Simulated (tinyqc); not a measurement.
Worked calculation: LCCD on RHF in the sto-6g basis, for H3O+, spin multiplicity 1. One step of it, computed by the program tinyqc.

Question. Iteration 8 (converged): orbitals. Diagonalise F' = X^T F X, C = X C', fill 5 alpha and 5 beta electrons from the bottom; D = 2 C_occ C_occ^T. Each column has its largest component positive (the first on a tie).

converged F (hartree):
```
             1O 1s      1O 2s     1O 2px     1O 2py     1O 2pz      2H 1s      3H 1s      4H 1s
1O 1s   -21.119051  -5.101707  -0.000006   0.000000   0.021863  -1.074382  -1.074671  -1.074671
1O 2s    -5.101707  -2.867545  -0.000053   0.000000   0.117867  -1.124763  -1.124957  -1.124957
1O 2px   -0.000006  -0.000053  -0.880086   0.000000   0.000003  -0.600310   0.299872   0.299872
1O 2py    0.000000   0.000000   0.000000  -0.880252   0.000000   0.000000  -0.520037   0.520037
1O 2pz    0.021863   0.117867   0.000003   0.000000  -0.904389   0.276424   0.276483   0.276483
2H 1s    -1.074382  -1.124763  -0.600310   0.000000   0.276424  -0.847436  -0.395310  -0.395310
3H 1s    -1.074671  -1.124957   0.299872  -0.520037   0.276483  -0.395310  -0.847533  -0.395048
4H 1s    -1.074671  -1.124957   0.299872   0.520037   0.276483  -0.395310  -0.395048  -0.847533
```

X:
```
            1O 1s      1O 2s     1O 2px     1O 2py     1O 2pz      2H 1s      3H 1s      4H 1s
1O 1s    1.023351  -0.142637  -0.000003   0.000000   0.006837   0.017623   0.017628   0.017628
1O 2s   -0.142637   1.278682   0.000026   0.000000  -0.076852  -0.246874  -0.246974  -0.246974
1O 2px  -0.000003   0.000026   1.098519   0.000000  -0.000006  -0.241923   0.120901   0.120901
1O 2py   0.000000   0.000000   0.000000   1.098647   0.000000   0.000000  -0.209606   0.209606
1O 2pz   0.006837  -0.076852  -0.000006   0.000000   1.022909   0.073831   0.073866   0.073866
2H 1s    0.017623  -0.246874  -0.241923   0.000000   0.073831   1.176779  -0.067105  -0.067105
3H 1s    0.017628  -0.246974   0.120901  -0.209606   0.073866  -0.067105   1.176835  -0.067027
4H 1s    0.017628  -0.246974   0.120901   0.209606   0.073866  -0.067105  -0.067027   1.176835
```

Give: F' = X^T F X; orbital energies; coefficients C; D after iteration 8.

Answer.

F' = X^T F X (hartree):
```
          1        2        3        4        5        6        7        8
1  -20.7865  -2.5261   0.0000   0.0000   0.0314  -0.1727  -0.1728  -0.1728
2   -2.5261  -1.6493   0.0000   0.0000  -0.0433  -0.4650  -0.4652  -0.4652
3    0.0000   0.0000  -0.6233   0.0000   0.0000  -0.5029   0.2513   0.2513
4    0.0000   0.0000   0.0000  -0.6232   0.0000   0.0000  -0.4357   0.4357
5    0.0314  -0.0433   0.0000   0.0000  -0.8435   0.1732   0.1733   0.1733
6   -0.1727  -0.4650  -0.5029   0.0000   0.1732  -0.3142  -0.0791  -0.0791
7   -0.1728  -0.4652   0.2513  -0.4357   0.1733  -0.0791  -0.3141  -0.0790
8   -0.1728  -0.4652   0.2513   0.4357   0.1733  -0.0791  -0.0790  -0.3141
```

orbital energies (hartree): MO1 -21.1221, MO2 -1.7794, MO3 -1.0751, MO4 -1.0749, MO5 -0.9179, MO6 0.0679, MO7 0.2165, MO8 0.2168

coefficients C:
```
            MO1      MO2      MO3      MO4      MO5      MO6      MO7      MO8
1O 1s    0.9967  -0.2272   0.0000   0.0000  -0.0646  -0.1394   0.0000   0.0000
1O 2s    0.0159   0.8771   0.0000  -0.0001   0.3410   0.9790   0.0001   0.0000
1O 2px   0.0000   0.0001   0.0000   0.7107   0.0000   0.0002  -0.8885   0.0000
1O 2py   0.0000   0.0000   0.7106   0.0000   0.0000   0.0000   0.0000   0.8888
1O 2pz  -0.0023  -0.1250   0.0000   0.0000   0.9236  -0.4473  -0.0001   0.0000
2H 1s   -0.0029   0.0933   0.0000   0.4056  -0.1108  -0.6387   0.9621   0.0000
3H 1s   -0.0029   0.0933   0.3512  -0.2027  -0.1109  -0.6389  -0.4811  -0.8332
4H 1s   -0.0029   0.0933  -0.3512  -0.2027  -0.1109  -0.6389  -0.4811   0.8332
```

D after iteration 8:
```
          1O 1s    1O 2s   1O 2px   1O 2py   1O 2pz    2H 1s    3H 1s    4H 1s
1O 1s    2.0983  -0.4109   0.0000   0.0000  -0.0670  -0.0338  -0.0339  -0.0339
1O 2s   -0.4109   1.7717  -0.0001   0.0000   0.4105   0.0878   0.0880   0.0880
1O 2px   0.0000  -0.0001   1.0102   0.0000   0.0001   0.5765  -0.2881  -0.2881
1O 2py   0.0000   0.0000   0.0000   1.0099   0.0000   0.0000   0.4991  -0.4991
1O 2pz  -0.0670   0.4105   0.0001   0.0000   1.7372  -0.2281  -0.2282  -0.2282
2H 1s   -0.0338   0.0878   0.5765   0.0000  -0.2281   0.3710  -0.1224  -0.1224
3H 1s   -0.0339   0.0880  -0.2881   0.4991  -0.2282  -0.1224   0.3709  -0.1224
4H 1s   -0.0339   0.0880  -0.2881  -0.4991  -0.2282  -0.1224  -0.1224   0.3709
```
